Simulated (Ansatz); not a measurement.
Cartesian coordinates in Å:
```
F 0.454 -0.424 -1.164
S 0.266 0.277 0.208
F 0.937 -1.057 0.906
F -0.536 1.476 -0.592
F -1.121 -0.272 0.642
```

Total charge 0; spin multiplicity 1.

(1) List the PBE0/def2-TZVPP orbital energies in eV (the Gaussian-basis code of Ansatz). (Estimate.)

Results:

(1) Ansatz gave: Occupied: -2430.34, -676.43, -676.43, -674.41, -674.41, -224.69, -168.56, -168.53, -168.36, -37.76, -35.92, -33.99, -33.54, -22.26, -17.89, -17.35, -16.91, -15.17, -14.55, -14.15, -13.99, -12.66, -12.44, -12.06, -11.86, -9.82. Lowest empty: -1.93, 0.70, 1.97, 5.84, 6.55, 6.68, 8.81, 9.71.
